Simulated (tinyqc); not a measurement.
Inside a calculation. Method: ROHF in the sto-3g basis, for LiH+, spin multiplicity 2. Computed by tinyqc, a small Python program that keeps every step (integrals from PySCF). Settings: charge = 1, multiplicity = 2, basis = sto-3g, energy threshold = 1e-08, iteration cap = 74, orthogonalisation = canonical, start = highest core orbitals, DIIS depth = 0, method = ROHF. Command: `OMP_NUM_THREADS=1 python tinyqc.py 21163 21164 out.jsonl` (the two numbers bound the seeds that draw the settings). One thread of a shared host (Intel(R) Xeon(R) Processor @ 2.60GHz), about 0.07 s of CPU time with the checks. Later iterations appear only in the table of the cycle.

## One-electron integrals

Geometry (angstrom):
```
atom,x,y,z
Li,0.0000,0.0000,0.0000
H,0.0000,0.0000,1.5890
```

Basis sto-3g: exponents (1/bohr^2) and contraction coefficients of normalised primitives:
```
element,l (shell),exponent,coefficient
Li,s (1),16.1196,0.1543
Li,s (1),2.9362,0.5353
Li,s (1),0.7947,0.4446
Li,s (2),0.6363,-0.1000
Li,s (2),0.1479,0.3995
Li,s (2),0.0481,0.7001
Li,p (3),0.6363,0.1559
Li,p (3),0.1479,0.6077
Li,p (3),0.0481,0.3920
H,s (1),3.4253,0.1543
H,s (1),0.6239,0.5353
H,s (1),0.1689,0.4446
```

Overlap, kinetic and nuclear-attraction integrals over the contracted functions; the nuclear repulsion is the sum of Za Zb / Rab.

nuclear repulsion = 0.999076 hartree

overlap S, lower triangle:
```
,1Li 1s,1Li 2s,1Li 2px,1Li 2py,1Li 2pz,2H 1s
1Li 1s,1.0000
1Li 2s,0.2411,1.0000
1Li 2px,0.0000,0.0000,1.0000
1Li 2py,0.0000,0.0000,0.0000,1.0000
1Li 2pz,0.0000,0.0000,0.0000,0.0000,1.0000
2H 1s,0.0681,0.3980,0.0000,0.0000,0.5150,1.0000
```

kinetic energy T (hartree), lower triangle:
```
,1Li 1s,1Li 2s,1Li 2px,1Li 2py,1Li 2pz,2H 1s
1Li 1s,3.5768
1Li 2s,-0.0202,0.1022
1Li 2px,0.0000,0.0000,0.3197
1Li 2py,0.0000,0.0000,0.0000,0.3197
1Li 2pz,0.0000,0.0000,0.0000,0.0000,0.3197
2H 1s,-0.0159,0.0429,0.0000,0.0000,0.1304,0.7600
```

nuclear attraction V (hartree), lower triangle:
```
,1Li 1s,1Li 2s,1Li 2px,1Li 2py,1Li 2pz,2H 1s
1Li 1s,-8.3159
1Li 2s,-1.0446,-1.4992
1Li 2px,0.0000,0.0000,-1.4565
1Li 2py,0.0000,0.0000,0.0000,-1.4565
1Li 2pz,-0.0163,-0.1228,0.0000,0.0000,-1.5552
2H 1s,-0.2936,-0.7429,0.0000,0.0000,-0.9742,-2.2229
```

core Hamiltonian H = T + V (hartree), lower triangle:
```
,1Li 1s,1Li 2s,1Li 2px,1Li 2py,1Li 2pz,2H 1s
1Li 1s,-4.7391
1Li 2s,-1.0649,-1.3971
1Li 2px,0.0000,0.0000,-1.1368
1Li 2py,0.0000,0.0000,0.0000,-1.1368
1Li 2pz,-0.0163,-0.1228,0.0000,0.0000,-1.2355
2H 1s,-0.3095,-0.7001,0.0000,0.0000,-0.8438,-1.4629
```

## Two-electron integrals

Functions are numbered as in S; the eight-fold symmetry (ij|kl) = (ji|kl) = (kl|ij) leaves the list below.

Two-electron integrals (ij|kl) in chemists' order, unique and non-zero (hartree):
```
i,j,k,l,(ij|kl)
1,1,1,1,1.6804
2,1,1,1,0.2654
2,1,2,1,0.0499
2,2,1,1,0.3977
2,2,2,1,0.0929
2,2,2,2,0.2906
3,1,3,1,0.0090
3,2,3,1,0.0138
3,2,3,2,0.0642
3,3,1,1,0.3966
3,3,2,1,0.0929
3,3,2,2,0.2905
3,3,3,3,0.3129
4,1,4,1,0.0090
4,2,4,1,0.0138
4,2,4,2,0.0642
4,3,4,3,0.0169
4,4,1,1,0.3966
4,4,2,1,0.0929
4,4,2,2,0.2905
4,4,3,3,0.2792
4,4,4,4,0.3129
5,1,5,1,0.0090
5,2,5,1,0.0138
5,2,5,2,0.0642
5,3,5,3,0.0169
5,4,5,4,0.0169
5,5,1,1,0.3966
5,5,2,1,0.0929
5,5,2,2,0.2905
5,5,3,3,0.2792
5,5,4,4,0.2792
5,5,5,5,0.3129
6,1,1,1,0.0729
6,1,2,1,0.0138
6,1,2,2,0.0261
6,1,3,3,0.0258
6,1,4,4,0.0258
6,1,5,1,0.0016
6,1,5,2,0.0031
6,1,5,5,0.0267
6,1,6,1,0.0042
6,2,1,1,0.1524
6,2,2,1,0.0359
6,2,2,2,0.1166
6,2,3,3,0.1108
6,2,4,4,0.1108
6,2,5,1,0.0059
6,2,5,2,0.0339
6,2,5,5,0.1279
6,2,6,1,0.0118
6,2,6,2,0.0749
6,3,3,1,0.0031
6,3,3,2,0.0138
6,3,5,3,0.0054
6,3,6,3,0.0057
6,4,4,1,0.0031
6,4,4,2,0.0138
6,4,5,4,0.0054
6,4,6,4,0.0057
6,5,1,1,0.1834
6,5,2,1,0.0437
6,5,2,2,0.1475
6,5,3,3,0.1376
6,5,4,4,0.1376
6,5,5,1,0.0091
6,5,5,2,0.0518
6,5,5,5,0.1670
6,5,6,1,0.0150
6,5,6,2,0.1042
6,5,6,5,0.1475
6,6,1,1,0.3317
6,6,2,1,0.0796
6,6,2,2,0.2820
6,6,3,3,0.2576
6,6,4,4,0.2576
6,6,5,1,0.0154
6,6,5,2,0.1061
6,6,5,5,0.3304
6,6,6,1,0.0275
6,6,6,2,0.2238
6,6,6,5,0.3243
6,6,6,6,0.7746
```

## Orthogonalisation

S = U s U^T; canonical form X = U s^(-1/2), so that X^T S X = 1. Each column of U has its largest component positive (the first on a tie).

eigenvalues of S: 0.3438  0.7988  1.0000  1.0000  1.1698  1.6876

X:
```
,1,2,3,4,5,6
1Li 1s,0.1634,0.8019,0.0000,0.0000,0.6010,0.1800
1Li 2s,-0.7796,-0.6204,0.0000,0.0000,0.4695,0.3657
1Li 2px,0.0000,0.0000,0.1918,0.9814,0.0000,0.0000
1Li 2py,0.0000,0.0000,0.9814,-0.1918,0.0000,0.0000
1Li 2pz,-0.9310,0.4408,0.0000,0.0000,-0.4964,0.3915
2H 1s,1.1865,-0.1722,0.0000,0.0000,-0.1637,0.5227
```

Within a degenerate level the vectors are fixed only up to a rotation; this is one choice.

## Starting guess

The start is the highest orbitals of the core Hamiltonian (a deliberately bad start); D(s) = C_occ C_occ^T for each spin.

D(alpha) at the start, lower triangle:
```
,1Li 1s,1Li 2s,1Li 2px,1Li 2py,1Li 2pz,2H 1s
1Li 1s,0.0406
1Li 2s,-0.2207,1.2630
1Li 2px,0.0000,0.0000,0.0000
1Li 2py,0.0000,0.0000,0.0000,0.0000
1Li 2pz,0.0042,0.2752,0.0000,0.0000,1.3691
2H 1s,0.1213,-0.9013,0.0000,0.0000,-1.1017,1.2692
```

D(beta) at the start, lower triangle:
```
,1Li 1s,1Li 2s,1Li 2px,1Li 2py,1Li 2pz,2H 1s
1Li 1s,0.0051
1Li 2s,-0.0447,0.3919
1Li 2px,0.0000,0.0000,0.0000
1Li 2py,0.0000,0.0000,0.0000,0.0000
1Li 2pz,-0.0776,0.6803,0.0000,0.0000,1.1808
2H 1s,0.0789,-0.6910,0.0000,0.0000,-1.1995,1.2185
```

## Iteration 1: building the Fock matrix

J_ij = sum D_kl (ij|kl) with D = D(alpha) + D(beta), K_ij = sum D_kl (ik|jl) for each spin; F = H + J - K(s); E = tr D H + tr D J / 2 - 0.5 sum_s tr D(s) K(s) + E_nn.

Coulomb J (hartree), lower triangle:
```
,1Li 1s,1Li 2s,1Li 2px,1Li 2py,1Li 2pz,2H 1s
1Li 1s,1.1307
1Li 2s,0.2641,0.8525
1Li 2px,0.0000,0.0000,0.8263
1Li 2py,0.0000,0.0000,0.0000,0.8263
1Li 2pz,0.0033,0.0393,0.0000,0.0000,0.9043
2H 1s,0.0764,0.4142,0.0000,0.0000,0.5545,1.2154
```

exchange K(alpha) (hartree), lower triangle:
```
,1Li 1s,1Li 2s,1Li 2px,1Li 2py,1Li 2pz,2H 1s
1Li 1s,0.0211
1Li 2s,0.0175,0.2349
1Li 2px,0.0000,0.0000,0.0698
1Li 2py,0.0000,0.0000,0.0000,0.0698
1Li 2pz,-0.0092,-0.1251,0.0000,0.0000,0.2320
2H 1s,-0.0017,-0.0031,0.0000,0.0000,0.0183,0.2209
```

exchange K(beta) (hartree), lower triangle:
```
,1Li 1s,1Li 2s,1Li 2px,1Li 2py,1Li 2pz,2H 1s
1Li 1s,0.0086
1Li 2s,0.0079,0.0361
1Li 2px,0.0000,0.0000,0.0194
1Li 2py,0.0000,0.0000,0.0000,0.0194
1Li 2pz,-0.0014,0.0230,0.0000,0.0000,0.1025
2H 1s,-0.0025,0.0049,0.0000,0.0000,0.0085,0.2029
```

F(alpha) (hartree), lower triangle:
```
,1Li 1s,1Li 2s,1Li 2px,1Li 2py,1Li 2pz,2H 1s
1Li 1s,-3.6294
1Li 2s,-0.8182,-0.7794
1Li 2px,0.0000,0.0000,-0.3803
1Li 2py,0.0000,0.0000,0.0000,-0.3803
1Li 2pz,-0.0038,0.0417,0.0000,0.0000,-0.5631
2H 1s,-0.2314,-0.2828,0.0000,0.0000,-0.3076,-0.4684
```

F(beta) (hartree), lower triangle:
```
,1Li 1s,1Li 2s,1Li 2px,1Li 2py,1Li 2pz,2H 1s
1Li 1s,-3.6170
1Li 2s,-0.8086,-0.5807
1Li 2px,0.0000,0.0000,-0.3299
1Li 2py,0.0000,0.0000,0.0000,-0.3299
1Li 2pz,-0.0116,-0.1064,0.0000,0.0000,-0.4337
2H 1s,-0.2306,-0.2908,0.0000,0.0000,-0.2978,-0.4504
```

total energy of this density = -1.138942 hartree

## Iteration 1: Roothaan effective Fock matrix

With projectors Pc = D(beta) S, Po = (D(alpha) - D(beta)) S, Pv = 1 - D(alpha) S, the block xy is Px^T F Py; with Fc = (F(alpha) + F(beta))/2, the blocks are Fc for cc, oo, vv and cv, F(beta) for co and F(alpha) for ov.

effective F (hartree), lower triangle:
```
,1Li 1s,1Li 2s,1Li 2px,1Li 2py,1Li 2pz,2H 1s
1Li 1s,-3.6233
1Li 2s,-0.8149,-0.6863
1Li 2px,0.0000,0.0000,-0.3551
1Li 2py,0.0000,0.0000,0.0000,-0.3551
1Li 2pz,-0.0070,-0.0385,0.0000,0.0000,-0.4869
2H 1s,-0.2308,-0.2823,0.0000,0.0000,-0.3046,-0.4604
```

## Iteration 1: diagonalisation and new density

Diagonalise F' = X^T F X, C = X C', fill 2 alpha and 1 beta electrons from the bottom; D(s) = C_occ C_occ^T. Each column has its largest component positive (the first on a tie).

F' = X^T F X (hartree), lower triangle:
```
,1,2,3,4,5,6
1,-0.3244
2,-0.1763,-1.8257
3,0.0000,0.0000,-0.3551
4,0.0000,0.0000,0.0000,-0.3551
5,-0.1331,-1.4302,0.0000,0.0000,-1.9906
6,0.0027,-0.5873,0.0000,0.0000,-0.6444,-0.8049
```

orbital energies (hartree): MO1 -3.6245, MO2 -0.5599, MO3 -0.4739, MO4 -0.3551, MO5 -0.3551, MO6 -0.2873

coefficients C:
```
,MO1,MO2,MO3,MO4,MO5,MO6
1Li 1s,1.0047,-0.1872,-0.1316,0.0000,0.0000,0.0372
1Li 2s,-0.0211,0.7880,0.6746,0.0000,0.0000,-0.5200
1Li 2px,0.0000,0.0000,0.0000,-0.5725,0.8199,0.0000
1Li 2py,0.0000,0.0000,0.0000,0.8199,0.5725,0.0000
1Li 2pz,0.0009,0.4387,-0.6718,0.0000,0.0000,-0.9038
2H 1s,0.0022,0.1804,-0.2693,0.0000,0.0000,1.2776
```

D(alpha) after iteration 1, lower triangle:
```
,1Li 1s,1Li 2s,1Li 2px,1Li 2py,1Li 2pz,2H 1s
1Li 1s,1.0446
1Li 2s,-0.1687,0.6214
1Li 2px,0.0000,0.0000,0.0000
1Li 2py,0.0000,0.0000,0.0000,0.0000
1Li 2pz,-0.0812,0.3457,0.0000,0.0000,0.1924
2H 1s,-0.0316,0.1422,0.0000,0.0000,0.0792,0.0326
```

D(beta) after iteration 1, lower triangle:
```
,1Li 1s,1Li 2s,1Li 2px,1Li 2py,1Li 2pz,2H 1s
1Li 1s,1.0095
1Li 2s,-0.0212,0.0004
1Li 2px,0.0000,0.0000,0.0000
1Li 2py,0.0000,0.0000,0.0000,0.0000
1Li 2pz,0.0009,0.0000,0.0000,0.0000,0.0000
2H 1s,0.0022,0.0000,0.0000,0.0000,0.0000,0.0000
```

Within a degenerate level the vectors are fixed only up to a rotation; this is one choice.

## Iteration 2: building the Fock matrix

As before.

Coulomb J (hartree), lower triangle:
```
,1Li 1s,1Li 2s,1Li 2px,1Li 2py,1Li 2pz,2H 1s
1Li 1s,3.7533
1Li 2s,0.6208,1.0824
1Li 2px,0.0000,0.0000,1.0740
1Li 2py,0.0000,0.0000,0.0000,1.0740
1Li 2pz,0.0116,0.0633,0.0000,0.0000,1.0923
2H 1s,0.1743,0.4633,0.0000,0.0000,0.5809,1.0995
```

exchange K(alpha) (hartree), lower triangle:
```
,1Li 1s,1Li 2s,1Li 2px,1Li 2py,1Li 2pz,2H 1s
1Li 1s,1.6982
1Li 2s,0.2667,0.2524
1Li 2px,0.0000,0.0000,0.0526
1Li 2py,0.0000,0.0000,0.0000,0.0526
1Li 2pz,0.0081,0.1558,0.0000,0.0000,0.1502
2H 1s,0.0800,0.2170,0.0000,0.0000,0.1899,0.2834
```

exchange K(beta) (hartree), lower triangle:
```
,1Li 1s,1Li 2s,1Li 2px,1Li 2py,1Li 2pz,2H 1s
1Li 1s,1.6855
1Li 2s,0.2589,0.0468
1Li 2px,0.0000,0.0000,0.0085
1Li 2py,0.0000,0.0000,0.0000,0.0085
1Li 2pz,0.0008,0.0002,0.0000,0.0000,0.0085
2H 1s,0.0710,0.0129,0.0000,0.0000,0.0016,0.0039
```

F(alpha) (hartree), lower triangle:
```
,1Li 1s,1Li 2s,1Li 2px,1Li 2py,1Li 2pz,2H 1s
1Li 1s,-2.6840
1Li 2s,-0.7109,-0.5671
1Li 2px,0.0000,0.0000,-0.1155
1Li 2py,0.0000,0.0000,0.0000,-0.1155
1Li 2pz,-0.0128,-0.2153,0.0000,0.0000,-0.2934
2H 1s,-0.2153,-0.4537,0.0000,0.0000,-0.4528,-0.6468
```

F(beta) (hartree), lower triangle:
```
,1Li 1s,1Li 2s,1Li 2px,1Li 2py,1Li 2pz,2H 1s
1Li 1s,-2.6712
1Li 2s,-0.7030,-0.3614
1Li 2px,0.0000,0.0000,-0.0714
1Li 2py,0.0000,0.0000,0.0000,-0.0714
1Li 2pz,-0.0055,-0.0597,0.0000,0.0000,-0.1517
2H 1s,-0.2063,-0.2496,0.0000,0.0000,-0.2644,-0.3673
```

total energy of this density = -7.438979 hartree

## Iteration 2: Roothaan effective Fock matrix

As before.

effective F (hartree), lower triangle:
```
,1Li 1s,1Li 2s,1Li 2px,1Li 2py,1Li 2pz,2H 1s
1Li 1s,-2.6775
1Li 2s,-0.7049,-0.4431
1Li 2px,0.0000,0.0000,-0.0934
1Li 2py,0.0000,0.0000,0.0000,-0.0934
1Li 2pz,-0.0081,-0.1421,0.0000,0.0000,-0.2376
2H 1s,-0.2095,-0.3588,0.0000,0.0000,-0.3793,-0.5354
```

## Iteration 2: diagonalisation and new density

As before.

F' = X^T F X (hartree), lower triangle:
```
,1,2,3,4,5,6
1,0.0958
2,-0.1105,-1.1422
3,0.0000,0.0000,-0.0934
4,0.0000,0.0000,0.0000,-0.0934
5,-0.0418,-1.1623,0.0000,0.0000,-1.4295
6,-0.1121,-0.4025,0.0000,0.0000,-0.4933,-0.7951
```

orbital energies (hartree): MO1 -2.6791, MO2 -0.5879, MO3 -0.1279, MO4 -0.0934, MO5 -0.0934, MO6 0.1240

coefficients C:
```
,MO1,MO2,MO3,MO4,MO5,MO6
1Li 1s,0.9933,-0.1414,-0.2244,0.0000,0.0000,-0.0789
1Li 2s,0.0257,0.3134,0.9344,0.0000,0.0000,0.6123
1Li 2px,0.0000,0.0000,0.0000,0.9939,0.1099,0.0000
1Li 2py,0.0000,0.0000,0.0000,-0.1099,0.9939,0.0000
1Li 2pz,0.0039,0.2743,-0.4238,0.0000,0.0000,1.0981
2H 1s,0.0023,0.6890,-0.2696,0.0000,0.0000,-1.0909
```

D(alpha) after iteration 2, lower triangle:
```
,1Li 1s,1Li 2s,1Li 2px,1Li 2py,1Li 2pz,2H 1s
1Li 1s,1.0067
1Li 2s,-0.0188,0.0989
1Li 2px,0.0000,0.0000,0.0000
1Li 2py,0.0000,0.0000,0.0000,0.0000
1Li 2pz,-0.0349,0.0861,0.0000,0.0000,0.0753
2H 1s,-0.0952,0.2160,0.0000,0.0000,0.1890,0.4747
```

D(beta) after iteration 2, lower triangle:
```
,1Li 1s,1Li 2s,1Li 2px,1Li 2py,1Li 2pz,2H 1s
1Li 1s,0.9867
1Li 2s,0.0255,0.0007
1Li 2px,0.0000,0.0000,0.0000
1Li 2py,0.0000,0.0000,0.0000,0.0000
1Li 2pz,0.0038,0.0001,0.0000,0.0000,0.0000
2H 1s,0.0022,0.0001,0.0000,0.0000,0.0000,0.0000
```

Within a degenerate level the vectors are fixed only up to a rotation; this is one choice.

## Iteration 3: building the Fock matrix

As before.

Coulomb J (hartree), lower triangle:
```
,1Li 1s,1Li 2s,1Li 2px,1Li 2py,1Li 2pz,2H 1s
1Li 1s,3.7016
1Li 2s,0.6132,1.0800
1Li 2px,0.0000,0.0000,1.0592
1Li 2py,0.0000,0.0000,0.0000,1.0592
1Li 2pz,0.0148,0.0942,0.0000,0.0000,1.1146
2H 1s,0.1737,0.5067,0.0000,0.0000,0.6537,1.3144
```

exchange K(alpha) (hartree), lower triangle:
```
,1Li 1s,1Li 2s,1Li 2px,1Li 2py,1Li 2pz,2H 1s
1Li 1s,1.6819
1Li 2s,0.2739,0.1722
1Li 2px,0.0000,0.0000,0.0263
1Li 2py,0.0000,0.0000,0.0000,0.0263
1Li 2pz,0.0014,0.1447,0.0000,0.0000,0.1922
2H 1s,0.0789,0.2565,0.0000,0.0000,0.3184,0.6208
```

exchange K(beta) (hartree), lower triangle:
```
,1Li 1s,1Li 2s,1Li 2px,1Li 2py,1Li 2pz,2H 1s
1Li 1s,1.6719
1Li 2s,0.2737,0.0544
1Li 2px,0.0000,0.0000,0.0096
1Li 2py,0.0000,0.0000,0.0000,0.0096
1Li 2pz,0.0020,0.0006,0.0000,0.0000,0.0097
2H 1s,0.0777,0.0157,0.0000,0.0000,0.0021,0.0051
```

F(alpha) (hartree), lower triangle:
```
,1Li 1s,1Li 2s,1Li 2px,1Li 2py,1Li 2pz,2H 1s
1Li 1s,-2.7194
1Li 2s,-0.7255,-0.4893
1Li 2px,0.0000,0.0000,-0.1039
1Li 2py,0.0000,0.0000,0.0000,-0.1039
1Li 2pz,-0.0029,-0.1733,0.0000,0.0000,-0.3131
2H 1s,-0.2148,-0.4498,0.0000,0.0000,-0.5085,-0.7694
```

F(beta) (hartree), lower triangle:
```
,1Li 1s,1Li 2s,1Li 2px,1Li 2py,1Li 2pz,2H 1s
1Li 1s,-2.7094
1Li 2s,-0.7254,-0.3715
1Li 2px,0.0000,0.0000,-0.0873
1Li 2py,0.0000,0.0000,0.0000,-0.0873
1Li 2pz,-0.0035,-0.0291,0.0000,0.0000,-0.1305
2H 1s,-0.2135,-0.2090,0.0000,0.0000,-0.1922,-0.1536
```

total energy of this density = -7.603630 hartree

## Iteration 3: Roothaan effective Fock matrix

As before.

effective F (hartree), lower triangle:
```
,1Li 1s,1Li 2s,1Li 2px,1Li 2py,1Li 2pz,2H 1s
1Li 1s,-2.7145
1Li 2s,-0.7245,-0.3888
1Li 2px,0.0000,0.0000,-0.0956
1Li 2py,0.0000,0.0000,0.0000,-0.0956
1Li 2pz,-0.0017,-0.0657,0.0000,0.0000,-0.1949
2H 1s,-0.2108,-0.3077,0.0000,0.0000,-0.3459,-0.5087
```

## Iteration 3: diagonalisation and new density

As before.

F' = X^T F X (hartree), lower triangle:
```
,1,2,3,4,5,6
1,0.1475
2,-0.0934,-1.1475
3,0.0000,0.0000,-0.0956
4,0.0000,0.0000,0.0000,-0.0956
5,-0.0315,-1.1643,0.0000,0.0000,-1.4724
6,-0.1759,-0.4373,0.0000,0.0000,-0.5050,-0.7220
```

orbital energies (hartree): MO1 -2.7166, MO2 -0.5263, MO3 -0.1416, MO4 -0.0956, MO5 -0.0956, MO6 0.1900

coefficients C:
```
,MO1,MO2,MO3,MO4,MO5,MO6
1Li 1s,0.9925,-0.1134,-0.2312,0.0000,0.0000,-0.1095
1Li 2s,0.0294,0.1807,0.8971,0.0000,0.0000,0.7132
1Li 2px,0.0000,0.0000,0.0000,0.0978,0.9952,0.0000
1Li 2py,0.0000,0.0000,0.0000,0.9952,-0.0978,0.0000
1Li 2pz,0.0011,0.2155,-0.4980,0.0000,0.0000,1.0799
2H 1s,0.0008,0.7987,-0.1172,0.0000,0.0000,-1.0419
```

D(alpha) after iteration 3, lower triangle:
```
,1Li 1s,1Li 2s,1Li 2px,1Li 2py,1Li 2pz,2H 1s
1Li 1s,0.9978
1Li 2s,0.0086,0.0335
1Li 2px,0.0000,0.0000,0.0000
1Li 2py,0.0000,0.0000,0.0000,0.0000
1Li 2pz,-0.0233,0.0390,0.0000,0.0000,0.0465
2H 1s,-0.0898,0.1444,0.0000,0.0000,0.1722,0.6380
```

D(beta) after iteration 3, lower triangle:
```
,1Li 1s,1Li 2s,1Li 2px,1Li 2py,1Li 2pz,2H 1s
1Li 1s,0.9850
1Li 2s,0.0291,0.0009
1Li 2px,0.0000,0.0000,0.0000
1Li 2py,0.0000,0.0000,0.0000,0.0000
1Li 2pz,0.0011,0.0000,0.0000,0.0000,0.0000
2H 1s,0.0008,0.0000,0.0000,0.0000,0.0000,0.0000
```

Within a degenerate level the vectors are fixed only up to a rotation; this is one choice.

## Iteration 9 (converged): orbitals

converged F (hartree), lower triangle:
```
,1Li 1s,1Li 2s,1Li 2px,1Li 2py,1Li 2pz,2H 1s
1Li 1s,-2.7251
1Li 2s,-0.7282,-0.3845
1Li 2px,0.0000,0.0000,-0.0969
1Li 2py,0.0000,0.0000,0.0000,-0.0969
1Li 2pz,-0.0002,-0.0461,0.0000,0.0000,-0.1699
2H 1s,-0.2110,-0.2852,0.0000,0.0000,-0.3145,-0.4752
```

As before.

F' = X^T F X (hartree), lower triangle:
```
,1,2,3,4,5,6
1,0.1367
2,-0.0958,-1.1527
3,0.0000,0.0000,-0.0969
4,0.0000,0.0000,0.0000,-0.0969
5,-0.0280,-1.1644,0.0000,0.0000,-1.4787
6,-0.1785,-0.4439,0.0000,0.0000,-0.5201,-0.6821
```

orbital energies (hartree): MO1 -2.7272, MO2 -0.4851, MO3 -0.1488, MO4 -0.0969, MO5 -0.0969, MO6 0.1844

coefficients C:
```
,MO1,MO2,MO3,MO4,MO5,MO6
1Li 1s,0.9924,-0.1107,-0.2334,0.0000,0.0000,-0.1084
1Li 2s,0.0298,0.1667,0.9071,0.0000,0.0000,0.7038
1Li 2px,0.0000,0.0000,0.0000,0.9889,0.1483,0.0000
1Li 2py,0.0000,0.0000,0.0000,-0.1483,0.9889,0.0000
1Li 2pz,0.0005,0.1927,-0.4825,0.0000,0.0000,1.0912
2H 1s,0.0003,0.8201,-0.1328,0.0000,0.0000,-1.0234
```

D(alpha) after iteration 9, lower triangle:
```
,1Li 1s,1Li 2s,1Li 2px,1Li 2py,1Li 2pz,2H 1s
1Li 1s,0.9970
1Li 2s,0.0111,0.0287
1Li 2px,0.0000,0.0000,0.0000
1Li 2py,0.0000,0.0000,0.0000,0.0000
1Li 2pz,-0.0208,0.0321,0.0000,0.0000,0.0371
2H 1s,-0.0904,0.1368,0.0000,0.0000,0.1580,0.6725
```

D(beta) after iteration 9, lower triangle:
```
,1Li 1s,1Li 2s,1Li 2px,1Li 2py,1Li 2pz,2H 1s
1Li 1s,0.9848
1Li 2s,0.0296,0.0009
1Li 2px,0.0000,0.0000,0.0000
1Li 2py,0.0000,0.0000,0.0000,0.0000
1Li 2pz,0.0005,0.0000,0.0000,0.0000,0.0000
2H 1s,0.0003,0.0000,0.0000,0.0000,0.0000,0.0000
```

Within a degenerate level the vectors are fixed only up to a rotation; this is one choice.

## Convergence

Stop when the energy changes by less than 1e-08 hartree and every element of the error matrix X^T (F D S - S D F) X is below 3e-05.

Course of the cycle:
```
iteration,E (hartree),change,largest element of the error matrix
1,-1.138942,-,1.62e-01
2,-7.438979,-6.30e+00,1.93e-01
3,-7.603630,-1.65e-01,6.39e-02
4,-7.613067,-9.44e-03,1.18e-02
5,-7.613332,-2.64e-04,1.17e-03
6,-7.613337,-4.70e-06,2.46e-04
7,-7.613337,-2.56e-07,9.08e-05
8,-7.613337,-3.04e-08,3.27e-05
9,-7.613337,-4.00e-09,1.20e-05
```

PySCF ROHF in the same basis = -7.613337 hartree

Converged in 9 iterations.

## Populations, bond orders and dipole

Mulliken: Z minus the diagonal of D S on the atom; Loewdin: the same with S^(1/2) D S^(1/2); Mayer order: 2 sum_s sum (D(s) S)_ij (D(s) S)_ji over the two atoms.

Charges (e):
```
atom,Mulliken,Loewdin,Mulliken spin
1Li,0.8022,0.7322,0.1979
2H,0.1978,0.2678,0.8021
```

Mayer bond orders:
```
pair,order
2-1,0.3175
```

dipole moment about the origin, x y z (debye): 0.0000  0.0000  0.4344
